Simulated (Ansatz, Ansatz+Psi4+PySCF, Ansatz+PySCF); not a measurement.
```json
{"atom": "C", "x (Å)": "0.0000", "y (Å)": "0.0000", "z (Å)": "-0.2908"}
{"atom": "C", "x (Å)": "0.0000", "y (Å)": "0.0000", "z (Å)": "-1.4931"}
{"atom": "H", "x (Å)": "0.0000", "y (Å)": "0.0000", "z (Å)": "-2.5553"}
{"atom": "C", "x (Å)": "0.0000", "y (Å)": "0.0000", "z (Å)": "1.0761"}
{"atom": "H", "x (Å)": "0.0000", "y (Å)": "-0.9300", "z (Å)": "1.6315"}
{"atom": "H", "x (Å)": "0.0000", "y (Å)": "0.9300", "z (Å)": "1.6315"}
```

Basis set: cc-pVTZ (spherical functions). Frozen core: 3 orbitals. Correlation on ROHF uses semicanonical orbitals with singles. Charge 0, multiplicity 2.

Computed with Ansatz (development build ahead of 0.2.0); each method stands on the lowest determinant of its kind that the runs found.

(1) Give the atomization energy at this shape (free ground-state atoms in the same class of orbitals less the molecule, no zero-point energy) of doublet C₃H₃ by ROHF-CCSD(T), ROHF-MP2, UHF-MP2.

Answers

(1)

```tsv
method	atomization energy
ROHF-CCSD(T)	25.47 eV
ROHF-MP2	26.08 eV
UHF-MP2	25.75 eV
```

Caution for ROHF-MP2, UHF-MP2: forces differ strongly between restricted and unrestricted references. Caution for UHF-MP2: the unrestricted determinant is spin contaminated.
